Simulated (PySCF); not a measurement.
## Vibration and rotation of AlH

RHF-CCSD(T) constants of AlH, ¹Σ⁺ (singlet), closed shell (Al STO-3G, H STO-3G; no relativity (PySCF 2.14); masses 26.9815 and 1.0078 u):

```
ωe           : 2247.9 cm⁻¹
ωexe         : 18.7 cm⁻¹
Be           : 6.9118 cm⁻¹
αe           : 0.102 cm⁻¹
De to Al + H : 5.18 eV
```

Task: What force constant and bond length do these constants imply?

Result: Reduced mass μred = 0.97154 u; k = 5.8918×10⁻⁷·μred·ωe² (u, cm⁻¹, mdyn/Å) = 2.89 mdyn/Å; Re = √(16.8576/(μred·Be)) (u, cm⁻¹, Å) = 1.584 Å.

Task: Estimate the centrifugal constant D from the Kratzer relation and find the Dunham coefficient a1.

Result: D = 4Be³/ωe² = 0.000261 cm⁻¹; a1 = −1 − αeωe/(6Be²) = -1.80.

Correlated steps freeze 5 core orbitals. Where the molecule has an RHF reference, its open-shell atoms are computed with UHF. STO-3G is very small, so such numbers show the basis as much as the molecule.
